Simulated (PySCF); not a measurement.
## Mg (magnesium, neutral): Hartree-Fock from Schrödinger to Dirac-Coulomb-Breit

Occupied: 1s1/2, 2s1/2, 2p1/2, 2p3/2, 3s1/2. Hartree-Fock calculated with PySCF 2.14 in an even-tempered Gaussian basis (23 s from 0.02 bohr⁻², ratio 2.3; 16 p from 0.024 bohr⁻², ratio 2.3), Gaussian nucleus throughout. NR is non-relativistic, sf-X2C the spin-free one-electron X2C Hamiltonian, X2C adds the bare one-electron spin-orbit term, X2C-SNSO screens it by Boettger's factors, DC is four-component Dirac-Coulomb, and the Gaunt and Breit terms are added at first order (total energies over the DC spinors, levels after relaxing the spinors in that mean field). QED terms are absent.

| Hamiltonian | E (hartree) |
| --- | --- |
| NR | -199.6145 |
| sf-X2C | -199.9218 |
| X2C | -199.9219 |
| X2C-SNSO | -199.9219 |
| DC | -199.9350 |
| DC+Gaunt | -199.9011 |
| DC+Breit | -199.9032 |

```
level (eV)       NR   sf-X2C      X2C  X2C-SNSO       DC  DC+Gaunt  DC+Breit
     1s1/2  -1334.2  -1336.5  -1336.5   -1336.5  -1336.8   -1336.2   -1336.2
     2s1/2  -102.53  -102.85  -102.85   -102.85  -102.86   -102.85   -102.85
     2p1/2  -62.103  -62.056  -62.314   -62.271  -62.268   -62.234   -62.237
     2p3/2  -62.103  -62.056  -61.928   -61.949  -61.953   -61.939   -61.942
     3s1/2   -6.886   -6.896   -6.896    -6.896   -6.897    -6.896    -6.896
```

How large are the two-electron picture-change error of X2C and the Breit correction in the total energy?

X2C-1e lies 0.0131 hartree above Dirac-Coulomb; Gaunt adds 0.0339 and the full Breit term 0.0318 hartree.

| interval (eV) | X2C | X2C-SNSO | DC | DC+Gaunt | DC+Breit |
| --- | --- | --- | --- | --- | --- |
| 2p3/2 − 2p1/2 | 0.3864 | 0.3219 | 0.3148 | 0.2950 | 0.2950 |

Weight of the small component: 1s1/2 0.00179, 2s1/2 0.000233, 2p1/2 0.000207, 2p3/2 0.000206, 3s1/2 1.43e-05.

Koopmans' value for the highest occupied level at DC+Breit: 6.896 eV, against an ionisation energy of 7.646 eV (measured; NIST Atomic Spectra Database, ionization energies); the former lacks relaxation, correlation, QED and recoil.

The whole ladder took 120 s of wall time on 1 thread of AMD EPYC 9R45 96-Core Processor (shared host), launched as `OMP_NUM_THREADS=1 python relrun2.py TASK.json OUT` (a driver that calls PySCF for each Hamiltonian).
